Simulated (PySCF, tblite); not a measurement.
# Si2NH7, a small molecule taken as a stand-in for a surface group (silyl): NMR shifts, core binding energies and electronic excitations

Wanted: the NMR shifts, core binding energies and electronic excitations for `[SiH3]N[SiH3]`.

Programs: tblite 0.8.0 and PySCF 2.14.0. All values are calculated, for the isolated system unless a continuum is named. Atoms count from 0, parts from 1.

## 1. Starting point

10 atoms, charge 0, multiplicity 1; geometry: distance geometry start.

## 2. Geometry optimisation with GFN2-xTB

What the job is given:

```
{"job": {"kind": "relax", "xc": "GFN2-xTB", "basis": "xTB"}, "charge": 0, "multiplicity": 1}
Si    -1.473336     0.198161    -0.295743
N     -0.094665    -0.046927     0.799349
Si     1.496526     0.051243     0.021422
H     -2.460275    -0.837747     0.065649
H     -2.136282     1.502017    -0.034867
H     -1.165322     0.066905    -1.705400
H     -0.160830    -1.021289     1.182734
H      1.606054    -0.764654    -1.211127
H      2.441558    -0.572638     0.970757
H      1.965624     1.398741    -0.202527
```

Method: GFN2-xTB geometry optimisation, gas phase.

Launch:

```
$ OMP_NUM_THREADS=1 python cluster_run.py task.json out
```

This one command runs all jobs of the session in turn.

**Question.** The jobs that follow are: PBE0-D3(BJ)/def2-SVP geometry optimisation, gas phase; GIAO PBE0/pcSseg-2 NMR shielding, non-relativistic, gas phase; delta-SCF UKS SCAN, pcX-2 on the ionised atom, pcseg-1 elsewhere, spin-free X2C; TDDFT CAM-B3LYP/def2-SVPD, vertical, gas phase, core orbitals frozen in the response. Predict: point group; rotational constants (main isotopes); ¹H shifts against TMS (PBE0/pcSseg-2, means over atoms taken as alike); ²⁹Si shifts against TMS (PBE0/pcSseg-2, means over atoms taken as alike); ¹⁵N shifts against NH3 (PBE0/pcSseg-2); surface potential, 1st and 99th percentile; Si2p binding energies, SCAN/pcX-2; N1s binding energies, SCAN/pcX-2; lowest singlet (CAM-B3LYP/def2-SVPD); brightest single state of those computed; lowest triplet; vertical ionisation energy (ΔSCF).

**Answer**, as computed:

| quantity | value |
| --- | --- |
| point group | Cs |
| rotational constants (main isotopes) | 25.00, 2.96, 2.82 GHz |
| ¹H shifts against TMS (PBE0/pcSseg-2, means over atoms taken as alike) | 4.86, 4.85, 4.72, -0.86 ppm |
| ²⁹Si shifts against TMS (PBE0/pcSseg-2, means over atoms taken as alike) | -47.1 ppm |
| ¹⁵N shifts against NH3 (PBE0/pcSseg-2) | -2.0 ppm |
| surface potential, 1st and 99th percentile | -0.36 V and 1.91 V |
| Si2p binding energies, SCAN/pcX-2 | Si0 107.35 eV |
| N1s binding energies, SCAN/pcX-2 | N1 404.37 eV |
| lowest singlet (CAM-B3LYP/def2-SVPD) | 6.14 eV (202 nm), f = 0.003 |
| brightest single state of those computed | state 2, 7.28 eV, f = 0.056 |
| lowest triplet | 5.80 eV |
| vertical ionisation energy (ΔSCF) | 9.62 eV |

**Reading.** The optimisation took 11 steps and gained 0.141 eV; among the close pairs (by a distance rule), Si0–H3 changed most, from 1.436 to 1.497 Å (PBE0/def2-SVP). No frequency check was run at this level, so the end point may be a saddle. At PBE0/pcSseg-2: The widest tensor belongs to Si0, Si2: span 116 ppm, with a paramagnetic part of -489 ppm. The lowest singlet, at 6.14 eV, is HOMO→LUMO 0.95 and is weak; of the 6 states computed, the strongest absorption comes from state 2 at 7.28 eV. The lowest triplet lies 0.34 eV below the lowest singlet (triplets in Tamm-Dancoff, singlets in full TDDFT). The orbital energy would give 8.83 eV for ionisation, ΔSCF gives 9.62 eV.
